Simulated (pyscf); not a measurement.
Structures and frequencies: ωB97X-D3(BJ)/def2-SVP in PySCF.

### Question
hydrogen chloride (HCl) + [H₃C–AlH]• -> [H₃C–Al–Cl]• + hydrogen (H₂)
Surface: doublet. Broken: Cl–H, Al–H. Formed: Al–Cl, H–H. Give ΔE‡ and ΔE from ωB97M-D3(BJ)/def2-TZVP, relative to the separated reactants.

### Answer
ΔE‡ = -0.13 eV, ΔE = -1.66 eV. Zero-point energy shifts the barrier by +0.05 eV. It is a four-centre exchange, with an imaginary mode of 549i cm⁻¹. On the reactant side the descent ends in a complex, 0.28 eV under the separated species and 0.10 eV under the saddle at ωB97X-D3(BJ)/def2-TZVP. At ωB97M-D3(BJ) the saddle lies under the separated reactants, which points to a path from their complex (located at ωB97X-D3(BJ) alone). This is the saddle that the search found; another between the same sides may lie lower.
